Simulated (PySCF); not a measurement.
These are PySCF with M06-2X/def2-TZVP // B3LYP-D3(BJ)/def2-TZVP values and carry that method's errors. Isolated molecules, 0 K electronic values unless said otherwise. One relaxed conformer stands for a flexible species; it need not be the lowest. Excitations are Tamm–Dancoff values on a coarser integration grid. The basis has no diffuse functions, so Rydberg states are missing or too high.

Reference species (SMILES): `C=O` (neutral, multiplicity 1).

The HOMO–LUMO gap is 9.38 eV and the S1–T1 gap (TDA) comes out as 0.55 eV.

Changed species: `CN(C)C=O` (C–N–C–O torsion 0°) (X = dimethylamino; the reference has X = H).

Problem. Give the shifts of the HOMO–LUMO gap and S1–T1 gap (TDA).

Solution. the HOMO–LUMO gap rises by 0.67 eV, to 10.05 eV; the S1–T1 gap (TDA) drops by 0.02 eV, to 0.53 eV.
